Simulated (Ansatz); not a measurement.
# What a trial cell of LiCr3 relaxes into

The calculation used Ansatz 0.2.0, DFT PBE, scalar-relativistic, plane waves, PAW. Cutoff 420 eV, Γ-centred k mesh, Gaussian smearing, no spin polarisation in the final step.

The start puts LiCr3 on the Ni3Sn (D0_19) structure type (P6_3/mmc, No. 194), with Li in place of Sn, Cr in place of Ni, at a guessed volume.

```xyz
8
Lattice="5.1678 0.0000 0.0000 -2.5839 4.4754 0.0000 0.0000 0.0000 4.1479" Properties=species:S:1:pos:R:3 pbc="T T T"
Li    0.0000    2.9836    1.0370
Li    2.5839    1.4918    3.1110
Cr    2.5839    2.9806    1.0370
Cr   -1.2894    3.7280    3.1110
Cr    1.2945    0.7474    1.0370
Cr    0.0000    1.4948    3.1110
Cr    3.8732    0.7474    1.0370
Cr    1.2894    3.7280    3.1110
```

Cell and atoms relax at zero pressure; the relaxation can't lower the symmetry of the start. After a coarse first stage the cell is made exact in the group found at 0.06 Å.

The zero of energy is the elements' standard structures at the same level; no fitted shifts are applied.

(1) Which crystal results?

(2) What are its volume, energy, density and gap?

## Answers

(1) It keeps P6_3/mmc (No. 194). The result has the Ni3Sn (D0_19) structure. Conventional cell: a = 5.142 Å, c = 4.140 Å. Li is coordinated by 12 Cr at 2.57–2.61 Å; Cr is coordinated by 6 Cr at 2.40–2.49 Å, 4 Li at 2.57–2.61 Å and 2 Cr at 2.74 Å.

```
Li Cr
1.0
     5.14152    0.00000    0.00000
    -2.57076    4.45269    0.00000
     0.00000    0.00000    4.14046
Li Cr
2 6
Cartesian
  0.0000 2.9685 1.0351
  2.5708 1.4842 3.1053
  2.5708 3.0657 1.0351
  -1.3696 3.7592 3.1053
  1.2012 0.6935 1.0351
  0.0000 1.3870 3.1053
  3.9403 0.6935 1.0351
  1.3696 3.7592 3.1053
```

(2) The volume per atom is 11.85 Å³. The density is 5.71 g/cm³, the energy over the elements is 0.55 eV/atom and the gap on the 12×12×10 mesh is 0 eV (a metal).

The final run used a 12×12×10 mesh on its 8-atom cell and 0.10 eV smearing. For metals, differences of a few meV/atom aren't resolved. Symmetry constrained the relaxation, so the result can be a saddle point.

Cost: 3 runs of about 5.8 core-minutes in all, on Arm Neoverse V1 (shared hosts).